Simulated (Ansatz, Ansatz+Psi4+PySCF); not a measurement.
```xyz
5

C     0.0000    0.0000    0.5029
F     0.0000    1.1097   -0.2906
F     0.0000   -1.1097   -0.2906
H    -0.9084    0.0000    1.1067
H     0.9084    0.0000    1.1067
```

Basis set: cc-pVTZ (spherical functions). Correlated methods keep 3 orbitals frozen. Charge 0, multiplicity 1.

Computed with Ansatz (development build ahead of 0.2.0); free ground-state atoms in the same class of orbitals, no zero-point energy, no relativity.

The atomization energy of singlet CH₂F₂ from measured heats of formation, zero-point and thermal terms removed is 18.922 eV (G2/97 set, Curtiss et al., J. Chem. Phys. 106, 1063 (1997), as shipped with ASE); it holds spin-orbit and other relativistic effects.

Problem. How far do RHF-CCSD(T), RHF-MP2 miss it in this basis?

Solution.

```json
{"method": "RHF-CCSD(T)", "atomization energy (eV)": "18.455", "computed − measured (eV)": "-0.467"}
{"method": "RHF-MP2", "atomization energy (eV)": "19.005", "computed − measured (eV)": "0.083"}
```
